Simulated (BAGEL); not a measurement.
**doublet [SiH2S2]− at 4 levels**

We compute a comparison of 4 runs (UHF/STO-3G, ROHF/6-31G*, UHF/6-31G*, ROHF/def2-SVPD) of doublet [SiH2S2]−. 

The calculation is run with BAGEL 1.2.2.

### 1 The molecule

The species is [SiH2S2]− (5 atoms), meant as a doublet with charge -1. SMILES of the parent species: `S[Si]S`. Geometry: relaxed at PBE0-D4/def2-TZVP. This is one conformer, not always the lowest. That shape belongs to the parent species and isn't relaxed for this state.

Bond lengths: S1–Si2 2.140 Å, Si2–S3 2.145 Å, S1–H4 1.344 Å, S3–H5 1.346 Å. Angles: S1–Si2–S3 98.2°, Si2–S1–H4 94.8°, Si2–S3–H5 101.2°.

### 2 The energy at UHF/STO-3G (density fitting with qzvpp-jkfit) (run 1)

hf.json reads:

```json
{ "bagel" : [

{
  "title" : "molecule",
  "basis" : "sto-3g",
  "df_basis" : "qzvpp-jkfit",
  "angstrom" : true,
  "geometry" : [
    { "atom" : "S", "xyz" : [   -0.640700,   -1.023800,   -0.541200 ] },
    { "atom" : "Si", "xyz" : [   -0.655200,    0.968900,    0.237800 ] },
    { "atom" : "S", "xyz" : [    1.426500,    1.117300,    0.734200 ] },
    { "atom" : "H", "xyz" : [   -1.954700,   -1.042200,   -0.825100 ] },
    { "atom" : "H", "xyz" : [    1.874100,   -0.093900,    0.352900 ] }
  ]
},
{
  "title" : "uhf",
  "charge" : -1,
  "nopen" : 1
},
{
  "title" : "print",
  "file" : "orbitals.molden",
  "orbitals" : true
}

]}
```

Launch:

```
$ BAGEL_NUM_THREADS=1 BAGEL hf.json > hf.out
```

Standard output:

```text
* using 1 threads per process

  ===============================================================
  ===============================================================

  *** Geometry ***

  { "atom" : "S", "xyz" : [     -1.210748,     -1.934702,     -1.022720 ] },
  { "atom" : "Si", "xyz" : [     -1.238149,      1.830956,      0.449377 ] },
  { "atom" : "S", "xyz" : [      2.695694,      2.111391,      1.387437 ] },
  { "atom" : "H", "xyz" : [     -3.693848,     -1.969473,     -1.559213 ] },
  { "atom" : "H", "xyz" : [      3.541536,     -0.177445,      0.666884 ] },

  Number of auxiliary basis functions:      420

  Since a DF basis is specified, we compute 2- and 3-index integrals:
    o Being stored without compression. Storage requirement is 0.003 GB

  Number of basis functions:       29
  Number of electrons      :       48

    * METHOD: MOLECULE                             0.11

  *** Open-shell HF ***

  === Nuclear Repulsion ===
   175.6983738925

      * DIIS with orbital gradients will be used.

  === UHF iteration (sto-3g) ===
      0      -1072.88638655          0.02016951           0.04
      1      -1072.93065765          0.00276633           0.04
      2      -1072.93210172          0.00075832           0.04
      3      -1072.93230143          0.00019528           0.04
      4      -1072.93232541          0.00005236           0.04
      5      -1072.93232872          0.00000493           0.04
      6      -1072.93232909          0.00000118           0.04
      7      -1072.93232920          0.00000057           0.03
      8      -1072.93232925          0.00000019           0.04
      9      -1072.93232926          0.00000003           0.04
     10      -1072.93232926          0.00000001           0.04
    * SCF iteration converged.

    * S^2 (UHF) is 0.7547

    * Permanent dipole moment:
           (   -0.111598,     0.368639,     0.121222) a.u.

    * METHOD: UHF                                  0.46

    * METHOD: PRINT                                0.00

  ===============================================================
```

It took 0.72 s on 1 thread of Arm Neoverse V2, shared host; peak memory 0.082 GiB.

### 3 A single-point energy at ROHF/6-31G(d) (density fitting with qzvpp-jkfit, spherical functions) (run 2)

job.json reads:

```json
{ "bagel" : [

{
  "title" : "molecule",
  "basis" : "6-31gs.json",
  "df_basis" : "qzvpp-jkfit",
  "angstrom" : true,
  "geometry" : [
    { "atom" : "S", "xyz" : [   -0.640700,   -1.023800,   -0.541200 ] },
    { "atom" : "Si", "xyz" : [   -0.655200,    0.968900,    0.237800 ] },
    { "atom" : "S", "xyz" : [    1.426500,    1.117300,    0.734200 ] },
    { "atom" : "H", "xyz" : [   -1.954700,   -1.042200,   -0.825100 ] },
    { "atom" : "H", "xyz" : [    1.874100,   -0.093900,    0.352900 ] }
  ]
},
{ "title" : "rohf", "charge" : -1, "nopen" : 1 },
{ "title" : "print", "file" : "orbitals.molden", "orbitals" : true }

]}
```

The basis set 6-31G* is read from a file made from the Basis Set Exchange's data (not shown).

Launch:

```
$ BAGEL_NUM_THREADS=1 BAGEL job.json > job.out
```

Standard output:

```text
* using 1 threads per process

  ===============================================================
  ===============================================================

  *** Geometry ***

  { "atom" : "S", "xyz" : [     -1.210748,     -1.934702,     -1.022720 ] },
  { "atom" : "Si", "xyz" : [     -1.238149,      1.830956,      0.449377 ] },
  { "atom" : "S", "xyz" : [      2.695694,      2.111391,      1.387437 ] },
  { "atom" : "H", "xyz" : [     -3.693848,     -1.969473,     -1.559213 ] },
  { "atom" : "H", "xyz" : [      3.541536,     -0.177445,      0.666884 ] },

  Number of auxiliary basis functions:      420

  Since a DF basis is specified, we compute 2- and 3-index integrals:
    o Being stored without compression. Storage requirement is 0.011 GB

  Number of basis functions:       58
  Number of electrons      :       48

    * METHOD: MOLECULE                             0.15

  *** Open-shell HF ***

  === Nuclear Repulsion ===
   175.6983738925

      * DIIS with orbital gradients will be used.

  === ROHF iteration (6-31gs.json) ===
      0      -1085.06493215          0.01845470           0.08
      1      -1085.11278723          0.00575747           0.08
      2      -1085.11813654          0.00191739           0.08
      3      -1085.11896165          0.00078340           0.08
      4      -1085.11912668          0.00011869           0.09
      5      -1085.11914173          0.00003905           0.08
      6      -1085.11914384          0.00000788           0.08
      7      -1085.11914479          0.00000259           0.09
      8      -1085.11914493          0.00000063           0.08
      9      -1085.11914497          0.00000022           0.08
     10      -1085.11914498          0.00000007           0.08
     11      -1085.11914498          0.00000002           0.08
     12      -1085.11914498          0.00000001           0.08
    * SCF iteration converged.

    * S^2 (ROHF) is 0.7500

    * Permanent dipole moment:
           (   -0.322603,     0.883524,     0.278930) a.u.

    * METHOD: ROHF                                 1.16

    * METHOD: PRINT                                0.01

  ===============================================================
```

Wall time 1.5 s (1 thread of Arm Neoverse V2, shared host); peak memory 0.082 GiB.

Run 3 isn't shown in full; the table further down has it.

### 4 The energy at ROHF/def2-SVPD (density fitting with qzvpp-jkfit) (run 4)

input.json reads:

```json
{ "bagel": [

{
  "title": "molecule",
  "basis": "def2-svpd.json",
  "df_basis": "qzvpp-jkfit",
  "angstrom": true,
  "geometry": [
    { "atom": "S", "xyz": [   -0.640700,   -1.023800,   -0.541200 ] },
    { "atom": "Si", "xyz": [   -0.655200,    0.968900,    0.237800 ] },
    { "atom": "S", "xyz": [    1.426500,    1.117300,    0.734200 ] },
    { "atom": "H", "xyz": [   -1.954700,   -1.042200,   -0.825100 ] },
    { "atom": "H", "xyz": [    1.874100,   -0.093900,    0.352900 ] }
  ]
},
{ "title": "rohf", "charge": -1, "nopen": 1 },
{ "title": "print", "file": "orbitals.molden", "orbitals": true }

]}
```

The basis set def2-SVPD is read from a file made from the Basis Set Exchange's data (not shown).

Launch:

```
$ BAGEL_NUM_THREADS=1 BAGEL input.json > input.out
```

Standard output:

```text
* using 1 threads per process

  ===============================================================
  ===============================================================

  *** Geometry ***

  { "atom" : "S", "xyz" : [     -1.210748,     -1.934702,     -1.022720 ] },
  { "atom" : "Si", "xyz" : [     -1.238149,      1.830956,      0.449377 ] },
  { "atom" : "S", "xyz" : [      2.695694,      2.111391,      1.387437 ] },
  { "atom" : "H", "xyz" : [     -3.693848,     -1.969473,     -1.559213 ] },
  { "atom" : "H", "xyz" : [      3.541536,     -0.177445,      0.666884 ] },

  Number of auxiliary basis functions:      420

  Since a DF basis is specified, we compute 2- and 3-index integrals:
    o Being stored without compression. Storage requirement is 0.030 GB

  Number of basis functions:       94
  Number of electrons      :       48

    * METHOD: MOLECULE                             0.16

  *** Open-shell HF ***

  === Nuclear Repulsion ===
   175.6983738925

      * DIIS with orbital gradients will be used.

  === ROHF iteration (def2-svpd.json) ===
      0      -1084.76016518          0.01855077           0.14
      1      -1084.83925153          0.00881789           0.15
      2      -1084.85191038          0.00323803           0.15
      3      -1084.85432562          0.00113876           0.15
      4      -1084.85478023          0.00022709           0.15
      5      -1084.85481367          0.00007369           0.14
      6      -1084.85481837          0.00001458           0.14
      7      -1084.85481965          0.00000534           0.15
      8      -1084.85481971          0.00000186           0.15
      9      -1084.85481975          0.00000045           0.15
     10      -1084.85481975          0.00000017           0.15
     11      -1084.85481975          0.00000007           0.14
     12      -1084.85481974          0.00000002           0.14
     13      -1084.85481974          0.00000001           0.15
    * SCF iteration converged.

    * S^2 (ROHF) is 0.7500

    * Permanent dipole moment:
           (   -0.401135,     0.869532,     0.256897) a.u.

    * METHOD: ROHF                                 2.22

    * METHOD: PRINT                                0.01

  ===============================================================
```

Run time: 2.6 s. Hardware: 1 thread of Arm Neoverse V2, shared host; peak memory 0.11 GiB.

### 5 All runs side by side

| run | level | energy (Eh) | ⟨S²⟩ | wall time |
| --- | --- | --- | --- | --- |
| 1 | UHF/STO-3G (density fitting with qzvpp-jkfit) | -1072.932329 | 0.755 | 0.72 s |
| 2 | ROHF/6-31G* (density fitting with qzvpp-jkfit, spherical functions) | -1085.119145 | 0.750 | 1.5 s |
| 3 | UHF/6-31G* (density fitting with qzvpp-jkfit, spherical functions) | -1085.123180 | 0.771 | 1.8 s |
| 4 | ROHF/def2-SVPD (density fitting with qzvpp-jkfit) | -1084.854820 | 0.750 | 2.6 s |

### 6 What came out

| quantity | value |
| --- | --- |
| run 4: total energy | -1084.85482 Eh |
| run 4: ⟨S²⟩ | 0.750 |

In run 1 the basis is minimal, so the values are rough. All runs together took 6.6 s, the longest 2.6 s.
